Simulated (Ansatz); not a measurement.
# One shape, several levels: singlet OF−

Wanted: a comparison of 6 runs (B3LYP/6-31G*, BHLYP/aug-cc-pVTZ, HSE06/aug-cc-pVTZ, revPBE/aug-cc-pVTZ, RPA@PBE/aug-cc-pVTZ, CCSD/aug-cc-pVTZ) of singlet OF−. 

The results are computed with Ansatz 0.2.0.

38 further runs of the same task are left out: 38 set aside as unsound or not needed.

## 1. The structure to begin with

OF−: 2 atoms, total charge -1, spin state singlet. As SMILES of the parent species, `[O]F`. The coordinates come from a PBE0-D4/def2-TZVP relaxation. That shape belongs to the parent species and isn't relaxed for this state.

Bond lengths: O1–F2 1.330 Å.

## 2. A single-point energy at B3LYP/6-31G(d) (spherical functions) (run 1)

Contents of job.yaml:

```yaml
crystal:
  periodic: [false, false, false]
  atoms:
    - {symbol: O, position_ang: [0.000000, 0.000000, -0.015950]}
    - {symbol: F, position_ang: [-0.000000, -0.000000, 1.314400]}
basis:
  gaussian:
    orbitals: 6-31G_st_-spherical.json
total_charge: -1
hamiltonian:
  xc: {name: B3LYP}
accuracy: high
output:
  orbitals: {seedname: orbitals}
```

The basis set 6-31G* is read from a file made from the Basis Set Exchange's data (not shown).

Started as:

```
ansatz run job.yaml --threads 1 --pin off --max-ram 3480MiB --events-out events.jsonl --progress --plain --runs-dir runs
```

Standard output:

```text
Warning: RAYON_NUM_THREADS=1 ignored (pool sized by the plan → 1); use --threads N
Functional definition: B3LYP
  name "B3LYP"
  parameter a0 = 0.2
  parameter ax = 0.72
  parameter ac = 0.81
  exchange = (1 - a0 - ax)*slater_x + ax*b88_x + a0*exact_x
  correlation = (1 - ac)*vwn_rpa_c + ac*lyp_c
474 factors; integrals over basis functions are off by at most 2.6e-9 eV
mean field evaluation 1: about -4754.7718 eV, gradient 5.1e1 eV
mean field evaluation 2: about -4750.5533 eV, gradient 7.4e1 eV
mean field evaluation 4: about -4758.7214 eV, gradient 2.8e0 eV
mean field evaluation 8: about -4758.7338 eV, gradient 1.3e-2 eV
mean field evaluation 16: about -4758.7338 eV, gradient 4.7e-8 eV
mean field -4758.73383668 eV, -174.8802429123 hartree, gradient 4.7e-8 eV, S^2 0.000000; 0 other end points of the search recorded, 0 dependent functions left out
reference -4758.73385022 eV, -174.8802434100 hartree; 9, 9 occupied and 19, 19 virtual orbitals, 474 factors
Total energy: -4758.73385022 eV, -174.8802434100 hartree
```

Wall time 0.62 s (1 thread of Arm Neoverse V1, shared host).

## 3. The energy at BHLYP/aug-cc-pVTZ (run 2)

Contents of input.yaml:

```yaml
crystal:
  periodic: [false, false, false]
  atoms:
    - {symbol: O, position_ang: [0.000000, 0.000000, -0.015950]}
    - {symbol: F, position_ang: [-0.000000, -0.000000, 1.314400]}
basis:
  gaussian:
    orbitals: aug-cc-pVTZ
total_charge: -1
hamiltonian:
  xc: {name: BHLYP}
accuracy: high
output: {orbitals: {seedname: orbitals}}
```

Started as:

```
ansatz run input.yaml --threads 1 --pin off --max-ram 3480MiB --events-out events.jsonl --progress --plain --runs-dir runs
```

Standard output:

```text
Warning: RAYON_NUM_THREADS=1 ignored (pool sized by the plan → 1); use --threads N
Functional definition: BHLYP
  name "BHLYP"
  parameter a = 0.5
  exchange = (1 - a)*b88_x + a*exact_x
  correlation = lyp_c
1299 factors; integrals over basis functions are off by at most 3.4e-9 eV
mean field evaluation 1: about -4754.6939 eV, gradient 5.8e1 eV
mean field evaluation 2: about -4754.2648 eV, gradient 7.0e1 eV
mean field evaluation 4: about -4760.0301 eV, gradient 5.1e0 eV
mean field evaluation 8: about -4760.0709 eV, gradient 6.7e-2 eV
mean field evaluation 16: about -4760.0709 eV, gradient 5.8e-7 eV
mean field -4760.07091385 eV, -174.9293795922 hartree, gradient 1.4e-8 eV, S^2 0.000000; 0 other end points of the search recorded, 0 dependent functions left out
reference -4760.07093097 eV, -174.9293802211 hartree; 9, 9 occupied and 83, 83 virtual orbitals, 1299 factors
Total energy: -4760.07093097 eV, -174.9293802211 hartree
```

Wall time 2.3 s (1 thread of Arm Neoverse V1, shared host); peak memory 0.17 GiB.

Runs 3 to 5 aren't shown in full; the table further down has their settings and results.

## 4. A single-point energy at CCSD/aug-cc-pVTZ (run 6)

Contents of molecule.yaml:

```yaml
crystal:
  periodic: [false, false, false]
  atoms:
    - {symbol: O, position_ang: [0.000000, 0.000000, -0.015950]}
    - {symbol: F, position_ang: [-0.000000, -0.000000, 1.314400]}
basis:
  gaussian:
    orbitals: aug-cc-pVTZ
total_charge: -1
correlation:
  method: ccsd
  frozen_orbitals: {F: 1, O: 1}
accuracy: high
scf:
  omitted_lower_state_checks: [cluster_reference, increment]
```

Started as:

```
ansatz run molecule.yaml --threads 1 --pin off --max-ram 3480MiB --events-out events.jsonl --progress --plain --runs-dir runs
```

Standard output (excerpt; [...] marks lines left out):

```text
Warning: RAYON_NUM_THREADS=1 ignored (pool sized by the plan → 1); use --threads N
Functional definition: HF
  name "HF"
[...]
1299 factors; integrals over basis functions are off by at most 3.4e-9 eV
[...]
mean field -4740.50192881 eV, -174.2102326560 hartree, gradient 1.3e-8 eV, S^2 0.000000; 0 other end points of the search recorded, 0 dependent functions left out
2 core orbitals not correlated: weight in the atoms' cores, before any rotation towards them, 1.000 or more for the frozen orbitals, at most 0.000 for the correlated occupied ones
reference -4740.50192881 eV, -174.2102326560 hartree; 7, 7 occupied and 83, 83 virtual orbitals, 1299 factors
second order -14.03180844 eV of doubles, -0.00000000 eV of singles
cycle   1  -13.64358489 eV  change    3.9e-1 eV  update   9.5e-2
[...]
cycle  22  -14.06668397 eV  change   2.1e-10 eV  update  6.5e-10
Total energy: -4754.56861278 eV, -174.7271737573 hartree
Checks for a lower state left out: cluster_reference, increment
```

Run time: 4.8 s. Hardware: 1 thread of Arm Neoverse V1, shared host; peak memory 0.45 GiB.

## 5. All runs side by side

| run | level | frozen core orbitals | energy (Eh) | HOMO energy (eV) | LUMO energy (eV) | HOMO–LUMO gap (eV) | wall time |
| --- | --- | --- | --- | --- | --- | --- | --- |
| 1 | B3LYP/6-31G* (spherical functions) | – | -174.880243 | 3.99 | 12.70 | 8.70 | 0.62 s |
| 2 | BHLYP/aug-cc-pVTZ | – | -174.929380 | -0.54 | 6.58 | 7.12 | 2.3 s |
| 3 | HSE06/aug-cc-pVTZ | – | -174.826657 | 1.61 | 5.91 | 4.30 | 2.4 s |
| 4 | revPBE/aug-cc-pVTZ | – | -174.959274 | 2.85 | 5.49 | 2.64 | 2.1 s |
| 5 | RPA@PBE/aug-cc-pVTZ | 2 | -174.960984 | – | – | – | 3.6 s |
| 6 | CCSD/aug-cc-pVTZ | 2 | -174.727174 | – | – | – | 4.8 s |

## 6. What came out

| quantity | value |
| --- | --- |
| run 6: total energy | -174.72717 Eh |
| run 6: correlation energy (2 core orbitals frozen) | -516.9 mEh |
| run 6: T1 diagnostic | 0.019 |

**Reading.** Over runs 1, 2, 3, 4 the HOMO–LUMO gap runs from 2.64 eV (revPBE/aug-cc-pVTZ) to 8.70 eV (B3LYP/6-31G*). The two ends differ in method and basis. The empty levels of an anion lie above zero and hang on the basis. Totals of different functionals can't be ranked against each other. In runs 1, 3, 4 the HOMO lies above zero, so the outermost electron may be held by the basis alone. All runs together took 16 s, the longest 4.8 s.
